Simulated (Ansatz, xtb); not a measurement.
## Relative energy of two isomers of C2H7N+

We compare X, the doublet with the links of `[CH2]C[NH3+]`, with Y, the doublet with the links of `C[CH][NH3+]`. Both are isolated ions in the gas phase, relaxed with r2SCAN-D4/def2-SVP; the shapes shown needn't be the lowest conformers.

X (Å):

```tsv
atom	x (Å)	y (Å)	z (Å)
C	1.4929	-0.6149	-0.4225
C	1.0766	0.7116	0.0823
N	-0.4401	0.7703	0.3186
H	1.9539	-0.7160	-1.4074
H	1.4298	-1.4983	0.2205
H	1.3011	1.5296	-0.6160
H	1.5233	0.9542	1.0620
H	-0.7387	1.6848	0.6883
H	-0.9592	0.5996	-0.5548
H	-0.7419	0.0509	0.9912
```

Y (Å):

```xyz
10

C     1.6157   -0.0290   -0.6301
C     0.8729    0.8332    0.3016
N    -0.5121    0.4576    0.6443
H     2.6715    0.2759   -0.6453
H     1.5731   -1.0954   -0.3477
H     1.2440    0.0541   -1.6723
H     1.1112    1.8736    0.5354
H    -1.1919    0.6846   -0.1056
H    -0.8412    0.9373    1.4954
H    -0.5969   -0.5575    0.8138
```

Task: Estimate E(Y) − E(X) at the level CCSD(T)/def2-SVP + ΔMP2/def2-TZVPP.

Result: Too close to call at this level: CCSD(T)/def2-SVP + ΔMP2/def2-TZVPP gives E(Y) − E(X) = +0.063 eV.

How the difference moves with the method:

| level | geometry | E(Y) − E(X) (eV) | departure from the last row (eV) | job, with rough time for the two |
| --- | --- | --- | --- | --- |
| GFN2-xTB | GFN2-xTB | −0.254 | −0.318 | optimisation, 0.51 s |
| HF/STO-3G | GFN2-xTB | +0.037 | −0.026 | single point, 1.2 s |
| r2SCAN-D4/def2-SVP//GFN2-xTB | GFN2-xTB | +0.003 | −0.060 | single point, 13 s |
| r2SCAN-D4/def2-SVP | r2SCAN-D4/def2-SVP | −0.028 | −0.091 | optimisation, 6.2 min |
| HF/def2-SVP | r2SCAN-D4/def2-SVP | +0.068 | +0.004 | part of the CCSD(T) run |
| MP2/def2-SVP | r2SCAN-D4/def2-SVP | +0.040 | −0.023 | part of the CCSD(T) run |
| CCSD(T)/def2-SVP | r2SCAN-D4/def2-SVP | +0.044 | −0.020 | single point |
| CCSD(T)/def2-SVP + ΔMP2/def2-TZVPP | r2SCAN-D4/def2-SVP | +0.063 |  | single point, 83 s |

As drawn, both hold the same kinds of bond in the same numbers. Structure X has 0 methyl groups, Y 1.

GFN2-xTB, r2SCAN-D4/def2-SVP put the two in the other order. r2SCAN-D4/def2-SVP//GFN2-xTB finds them nearly level. The largest departure from CCSD(T)/def2-SVP + ΔMP2/def2-TZVPP is that of GFN2-xTB, 0.318 eV. The last row adds to CCSD(T) the change of the MP2 difference between the two basis sets, here +0.020 eV.

With harmonic frequencies from r2SCAN-D4/def2-SVP (ideal gas, rigid rotor, one conformer each, 298.15 K, 1 atm): on the last row, ΔE + ΔZPE = +0.043, ΔH = +0.047, ΔG = +0.045 eV.

Open shells are spin-unrestricted. The correlated steps freeze 3 core orbitals. Programs: Ansatz 0.2.0, xtb 6.7.1; the last row on 1 thread of AMD EPYC (Zen 3) on a shared host.
